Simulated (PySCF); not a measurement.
SH₆: fields on a plane

All numbers come from PBE0 in PySCF with S def2-TZVP, H def2-TZVP; no relativity; density-fitted integrals.

The singlet minimum has S–H 1.412 Å (×6); H–S–H 90.0° (×12), H–S–H 180.0° (×3).

The plane holds S1 at (0.00, 0.00), H2 at (1.41, 0.00), H3 at (-1.41, 0.00), H4 at (0.00, 1.41), H6 at (0.00, -1.41) Å. Columns run from x = -3.45 to 3.75 Å, rows from y = 3.75 (top) to -3.45 Å, in steps of 0.3 Å. Other isomers or separated fragments may lie lower.

Question: Give the electron density (e/Å³) (cut at 5 e/Å³). Lower edges of the bins (e/Å³): '0' 0.000, '1' 0.030, '2' 0.076, '3' 0.151, '4' 0.268, '5' 0.455, '6' 0.750, '7' 1.218, '8' 1.960, '9' 3.136; top 5.00.

Answer: 
```
0000000000000000000000000
0000000000000000000000000
0000000000000000000000000
0000000000000000000000000
0000000000000000000000000
0000000000122100000000000
0000000001233210000000000
0000000012466421000000000
0000000013577531000000000
0000001124577542110000000
0000012344677644321000000
0000124556688665542100000
0000236777899877763200000
0000236777899877763200000
0000124556688665542100000
0000012344677644321000000
0000001124577542110000000
0000000013577531000000000
0000000012466421000000000
0000000001233210000000000
0000000000122100000000000
0000000000000000000000000
0000000000000000000000000
0000000000000000000000000
0000000000000000000000000
```

Question: Give the electron localisation function (set to 0 where the density is under 0.005 e/Å³). Lower edges of the bins: '0' 0.000, '1' 0.100, '2' 0.200, '3' 0.300, '4' 0.400, '5' 0.500, '6' 0.600, '7' 0.700, '8' 0.800, '9' 0.900; top 1.00.

Answer: 
```
0000000000000000000000000
0000000000000000000000000
0000000000000000000000000
0000000000688600000000000
0000000048999984000000000
0000000069999996000000000
0000000059999995000000000
0000000039999993000000000
0000000017999971000000000
0004653114999941135640000
0008999744799744799980000
0069999997200279999996000
0089999999088099999998000
0089999999088099999998000
0069999997200279999996000
0008999744799744799980000
0004653114999941135640000
0000000017999971000000000
0000000039999993000000000
0000000059999995000000000
0000000069999996000000000
0000000048999984000000000
0000000000688600000000000
0000000000000000000000000
0000000000000000000000000
```
